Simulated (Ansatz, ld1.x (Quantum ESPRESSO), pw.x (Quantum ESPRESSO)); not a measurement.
## tungsten: one change to the TM potential, in the atom and in the fcc crystal

ld1.x (Quantum ESPRESSO) 7.5 input, shortened:

```
&input
   title='W', zed=74., rel=1, dft='PBESOL', iswitch=3,
   config='[Xe] 4f14 5d4 6s2 6p0'
 /
 &inputp
   pseudotype=2, tm=.true., lloc=0,
   nlcc=.true., new_core_ps=.true.
 /
3
6P  2  1   0.00   0.00  3.25  3.25  0.0
5D  3  2   4.00   0.00  2.20  2.20  0.0
6S  1  0   2.00   0.00  2.20  2.20  0.0
 &test
   configts(1)='5d4 6s2 6p0'
 /
```

Change: core correction Bessel-smoothed model core inside 2.54 bohr.

Cutoffs, loose and tight: the cutoffs (Ry, on a coarse ladder) from which the occupation-weighted sum of valence levels, in a spherical-Bessel basis at the reference potential, stays within 10 and 1 mRy of its value at 400 Ry. They do not see the model core or the augmentation charge, which bear on the density cutoff. Test errors are all-electron minus pseudo excitation energies from the reference, over the configurations 5d4 6s1 6p0; 5d4 6s0 6p0; 5d3 6s0 6p0; 5d5 6s1 6p0; 5d4.5 6s1.5 6p0; 5d3 6s2 6p1; 5d3 6s2 6p0; variants that change the core or the reference have their own tests.

Crystal test: fcc W in pw.x 7.5, no spin, 14³ k-points, Fermi–Dirac smearing 0.01 Ry, cutoffs set for each file from its atomic test. The reference is all-electron LAPW (Ansatz 0.2.0) with the same functional, mesh and smearing; V0 and B0 come from Birch–Murnaghan fits to the pressures at five volumes. Errors are pseudo minus all-electron; Δ is the rms difference of the E(V) curves that follow from these fits, minima aligned, over ±6 % about the mean V0. Mesh and smearing are coarse, so the numbers serve the comparison and aren't converged zero-temperature values; the lattice is a test structure that the element need not adopt.

All-electron: a0 = 4.000 Å (V0 = 16.00 Å³/atom), B0 = 298.8 GPa.

Q: Does the change bring the crystal closer to the all-electron result?

A: The mean pressure error goes from +5.29 to +6.31 GPa, so the change moves the solid further from the all-electron pressures.

```json
{"quantity": "outcome (atom)", "base": "generated", "changed": "generated"}
{"quantity": "cutoff, loose (atom)", "base": "30 Ry", "changed": "30 Ry"}
{"quantity": "cutoff, tight (atom)", "base": "35 Ry", "changed": "35 Ry"}
{"quantity": "bound ghosts (atom)", "base": "none", "changed": "none"}
{"quantity": "largest test error (meV) (atom)", "base": "-203", "changed": "-209"}
{"quantity": "cutoffs in pw.x (Ry)", "base": "50/200", "changed": "50/200"}
{"quantity": "a0 (Å)", "base": "4.023", "changed": "4.027"}
{"quantity": "a0 error (%)", "base": "+0.56", "changed": "+0.66"}
{"quantity": "B0 error (%)", "base": "+0.5", "changed": "+0.4"}
{"quantity": "Δ (meV/atom)", "base": "17.8", "changed": "21.2"}
{"quantity": "mean pressure error (GPa)", "base": "+5.29", "changed": "+6.31"}
```

Base: The largest radius (3.25 bohr) exceeds half the bond length (2.67 bohr), so the spheres overlap, which is one possible source of error among others. This is a poor potential for the solid. Changed file: The largest radius (3.25 bohr) exceeds half the bond length (2.67 bohr), so the spheres overlap, which is one possible source of error among others. This is a poor potential for the solid. The atomic cutoffs weigh occupied waves only.
